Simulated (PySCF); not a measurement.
**Bond length, frequency and bond energy of Cl₂⁺ by level of theory**

State: doublet, unpaired electrons π ↑. Set-up: PySCF, no relativity, basis sets Cl def2-TZVPPD. De refers to Cl⁺ + Cl in their high-spin ground configurations, without counterpoise correction. The functionals are run spin-unrestricted.

```json
{"Level": "UHF", "Re (Å)": "1.858", "ωe (cm⁻¹)": "750", "De (eV)": "1.76", "CPU s a point (SCF and correlation, without the integrals)": "2.3"}
{"Level": "UHF-MP2", "Re (Å)": "1.895", "ωe (cm⁻¹)": "651", "De (eV)": "3.87", "CPU s a point (SCF and correlation, without the integrals)": "3.7"}
{"Level": "UHF-SCS-MP2", "Re (Å)": "1.898", "ωe (cm⁻¹)": "649", "De (eV)": "3.69", "CPU s a point (SCF and correlation, without the integrals)": "n/a"}
{"Level": "UHF-CCSD", "Re (Å)": "1.894", "ωe (cm⁻¹)": "665", "De (eV)": "3.44", "CPU s a point (SCF and correlation, without the integrals)": "n/a"}
{"Level": "UHF-CCSD(T)", "Re (Å)": "1.907", "ωe (cm⁻¹)": "636", "De (eV)": "3.70", "CPU s a point (SCF and correlation, without the integrals)": "79"}
{"Level": "LDA", "Re (Å)": "1.893", "ωe (cm⁻¹)": "650", "De (eV)": "5.54", "CPU s a point (SCF and correlation, without the integrals)": "1.2"}
{"Level": "PBE", "Re (Å)": "1.914", "ωe (cm⁻¹)": "625", "De (eV)": "4.69", "CPU s a point (SCF and correlation, without the integrals)": "1.7"}
{"Level": "revPBE", "Re (Å)": "1.920", "ωe (cm⁻¹)": "618", "De (eV)": "4.44", "CPU s a point (SCF and correlation, without the integrals)": "1.1"}
{"Level": "r²SCAN", "Re (Å)": "1.897", "ωe (cm⁻¹)": "650", "De (eV)": "4.34", "CPU s a point (SCF and correlation, without the integrals)": "1.9"}
{"Level": "PBE0", "Re (Å)": "1.883", "ωe (cm⁻¹)": "679", "De (eV)": "4.23", "CPU s a point (SCF and correlation, without the integrals)": "4.4"}
{"Level": "B97-3", "Re (Å)": "1.897", "ωe (cm⁻¹)": "662", "De (eV)": "4.26", "CPU s a point (SCF and correlation, without the integrals)": "2.2"}
{"Level": "M06", "Re (Å)": "1.888", "ωe (cm⁻¹)": "675", "De (eV)": "4.23", "CPU s a point (SCF and correlation, without the integrals)": "3"}
{"Level": "HSE06", "Re (Å)": "1.885", "ωe (cm⁻¹)": "675", "De (eV)": "4.22", "CPU s a point (SCF and correlation, without the integrals)": "3.7"}
{"Level": "MN15", "Re (Å)": "1.874", "ωe (cm⁻¹)": "685", "De (eV)": "4.17", "CPU s a point (SCF and correlation, without the integrals)": "3.1"}
```

Q: Which functional lies closest to UHF-CCSD(T) in De, which farthest, and by how much do they differ from it?

A: Closest is MN15 (-3.3 pm in Re, +7.7 % in ωe, +0.47 eV in De against UHF-CCSD(T) in the same basis), farthest LDA (-1.4 pm in Re, +2.2 % in ωe, +1.84 eV in De). CCSD(T) converges more slowly with the basis than the functionals do and binds too weakly in this one, so the order can change at the basis-set limit.

Q: What does a quarter of exact exchange do here, going from PBE to PBE0?

A: PBE0 less PBE: -3.1 pm in Re, +8.6 % in ωe, -0.46 eV in De. Exact exchange removes part of the self-interaction that spreads semilocal densities, and in most molecules shortens and stiffens the bond and lowers De; so it does here.

Q: What does the step from GGA to meta-GGA do here, going from PBE to r²SCAN?

A: r²SCAN less PBE: -1.7 pm in Re, +4.0 % in ωe, -0.35 eV in De. 

Correlated steps freeze 10 core orbitals. Counting both spins, an empty level lies below a filled one in some of these solutions, because spin and occupation are held. The state is the lowest determinant that a PBE0 search found; another state may lie lower at other levels.

The whole job (state search and all levels along the bond) took about 8.6 min on 2 threads of Intel Xeon Platinum 8175M @ 2.50GHz (shared host), peak memory 4.5 GiB.
